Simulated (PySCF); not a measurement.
## Name the molecule from its bond curve

A diatomic of charge +1 contains F. Its doublet curve at PBE0 in a triple-zeta basis (no relativity, PySCF), in eV from the separated fragments:

```tsv
R (Å)	E (eV)
1.770	-0.153
1.852	-0.220
1.935	-0.255
1.996	-0.266
2.058	-0.269
2.120	-0.265
2.202	-0.254
2.305	-0.235
2.428	-0.208
2.593	-0.173
```

The fit gives ωe = 298 cm⁻¹ and the rotational constant Bₑ = 0.7820 cm⁻¹.

Question: Which atom is the partner?

Answer: The minimum lies at 2.051 Å, so the reduced mass is 16.8576 u Å² cm⁻¹/(Bₑ·Re²) = 5.125 u. With F at 19.00 u the partner weighs about 7.0 u: Li. The molecule is LiF⁺.

The state was picked by a PBE0 search and need not be the measured ground state.
